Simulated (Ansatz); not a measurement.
Reaction (substitution at a C–S bond): `N=CSCO` + `C#CS` → `C#CSCO` + `N=CS`

Isolated molecules relaxed with PBE0-D4/def2-TZVP in Ansatz; ΔE leaves out vibrations. CCSD(T)/CBS is the MP2 limit (def2-TZVPP, def2-QZVPP) plus CCSD(T) − MP2 in def2-TZVPP, frozen cores. This one scheme is used for every species. Functionals use def2-TZVPP. B3LYP here is the variant with VWN-RPA as its local correlation; programs differ in this. One conformer a species, not always the lowest.

```json
{"level": "PBE-D4", "ΔE (kJ/mol)": "-0.6", "difference from CCSD(T)/CBS": "-1.6"}
{"level": "PBE", "ΔE (kJ/mol)": "-2.0", "difference from CCSD(T)/CBS": "-3.0"}
{"level": "r2SCAN", "ΔE (kJ/mol)": "-0.4", "difference from CCSD(T)/CBS": "-1.4"}
{"level": "B3LYP", "ΔE (kJ/mol)": "-3.5", "difference from CCSD(T)/CBS": "-4.5"}
{"level": "SCS-MP2/def2-TZVPP", "ΔE (kJ/mol)": "-1.0", "difference from CCSD(T)/CBS": "-2.0"}
{"level": "CCSD(T)/def2-TZVPP", "ΔE (kJ/mol)": "1.4", "difference from CCSD(T)/CBS": "0.4"}
{"level": "HF/def2-QZVPP", "ΔE (kJ/mol)": "-6.1", "difference from CCSD(T)/CBS": "-7.1"}
{"level": "MP2/def2-QZVPP", "ΔE (kJ/mol)": "-0.6", "difference from CCSD(T)/CBS": "-1.6"}
{"level": "HF/CBS(def2)", "ΔE (kJ/mol)": "-6.1", "difference from CCSD(T)/CBS": "-7.1"}
{"level": "CCSD/CBS(def2)", "ΔE (kJ/mol)": "-0.1", "difference from CCSD(T)/CBS": "-1.1"}
{"level": "CCSD(T)/CBS", "ΔE (kJ/mol)": "1.0", "difference from CCSD(T)/CBS": "0"}
```

Largest T1 diagnostic among the species: 0.014.

In def2-TZVPP, CCSD(T) changes the Hartree–Fock value by +6.9 kJ/mol (the triples alone add +1.1 kJ/mol) and MP2 by +5.3 kJ/mol.
